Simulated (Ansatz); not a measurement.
Basis-set extrapolation for `O[SiH]O` radical (PBE0-D4/def2-TZVP geometry, frozen core, Ansatz). Multiplicity 2, UHF reference.

|  | def2-TZVPP | def2-QZVPP |
| --- | --- | --- |
| HF | -440.544244 | -440.561681 |
| MP2 correlation | -0.583975 | -0.632394 |
| CCSD(T) correlation | -0.620188 | not run |

Energies in hartree. Use E(X) = E(∞) + A·exp(−7.88·√X) for Hartree–Fock and E(X) = E(∞) + B·X^(−2.97) for correlation, with X = 3 and 4, and add CCSD(T) minus MP2 of the smaller set to the MP2 limit.

Question: What is the CCSD(T) energy at the basis-set limit?

Answer: HF limit: -440.561681 + (-0.017437) × 0.13774 = -440.56408. MP2 limit: -0.632394 + (-0.048419) × 0.74074 = -0.66826. Higher-order term: -0.620188 − (-0.583975) = -0.03621. Total: -441.26855 hartree, 273.4 kJ/mol below CCSD(T)/def2-TZVPP.
